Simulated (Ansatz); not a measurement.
```yaml
crystal:
  periodic: [false, false, false]
  atoms:
    - {symbol: C, position_ang: [-2.139392, -1.687219, 0.122456]}
    - {symbol: C, position_ang: [-0.824119, -1.538901, 0.138131]}
    - {symbol: C, position_ang: [-0.140587, -0.224851, 0.268258]}
    - {symbol: O, position_ang: [0.825456, -0.115858, -0.761317]}
    - {symbol: C, position_ang: [1.566948, 1.005204, -0.769840]}
    - {symbol: C, position_ang: [1.503354, 2.038964, 0.064432]}
    - {symbol: H, position_ang: [-2.599136, -2.666546, 0.063330]}
    - {symbol: H, position_ang: [-2.806169, -0.831985, 0.172835]}
    - {symbol: H, position_ang: [-0.171215, -2.405799, 0.076470]}
    - {symbol: H, position_ang: [0.367201, -0.149988, 1.240783]}
    - {symbol: H, position_ang: [-0.859893, 0.600345, 0.200257]}
    - {symbol: H, position_ang: [2.275352, 0.977725, -1.591083]}
    - {symbol: H, position_ang: [0.808608, 2.101691, 0.890455]}
    - {symbol: H, position_ang: [2.180592, 2.867821, -0.086268]}
basis:
  gaussian: {orbitals: pcseg-2, fitting: {mean_field: cc-pVTZ-jkfit}, point_charges: [{charge: 0.50, position_ang: [6.228, 0.111, -0.418]}]}
total_charge: -1
magnetization: {spin_polarized: true, initial_magnetization: 1}
hamiltonian: {xc: {name: B3LYP}, dispersion: d3bj, pseudopotentials: {relativity: none}}
scf: {lower_state_search: light}
```

```sh
$ ansatz run in.yaml --threads 4 --pin off --events-out ev --progress --plain --max-ram 10444MiB
```

Shortened log:

```
Functional definition: B3LYP
  name "B3LYP"
  cite "Stephens, Devlin, Chabalowski & Frisch, J. Phys. Chem. 98, 11623 (1994) doi:10.1021/j100096a001"
  cite "Becke, Phys. Rev. A 38, 3098 (1988) doi:10.1103/PhysRevA.38.3098"
  cite "Lee, Yang & Parr, Phys. Rev. B 37, 785 (1988) doi:10.1103/PhysRevB.37.785"
  cite "Vosko, Wilk & Nusair, Can. J. Phys. 58, 1200 (1980) doi:10.1139/p80-159"
  parameter a0 = 0.2
  parameter ax = 0.72
  parameter ac = 0.81
  exchange = (1 - a0 - ax)*slater_x + ax*b88_x + a0*exact_x
  correlation = (1 - ac)*vwn_rpa_c + ac*lyp_c
714 factors; integrals over basis functions are off by at most 7.7e-1 eV
mean field evaluation 1: about -7350.1206 eV, gradient 5.2e1 eV
mean field evaluation 2: about -7302.2379 eV, gradient 9.1e1 eV
mean field evaluation 4: about -7362.5724 eV, gradient 1.4e1 eV
mean field evaluation 8: about -7363.8511 eV, gradient 6.6e-1 eV
mean field evaluation 16: about -7363.8506 eV, gradient 7.3e-3 eV
mean field -7363.85064666 eV, -270.6165198676 hartree, gradient 1.6e-5 eV, S^2 0.750622; 8 other end points of the search recorded, 0 dependent functions left out
reference -7363.85097379 eV, -270.6165318894 hartree; 24, 23 occupied and 268, 269 virtual orbitals, 714 factors
Total energy: -7364.31188022 eV, -270.6334698881 hartree
```

(1) What is wrong with this run?

## Answers

(1) The charge is far from anything that the molecule holds. The calculation finished and met its thresholds. The result belongs to that input, not to the molecule as meant.

B3LYP here is the variant with VWN-RPA as its local correlation; programs differ in this.
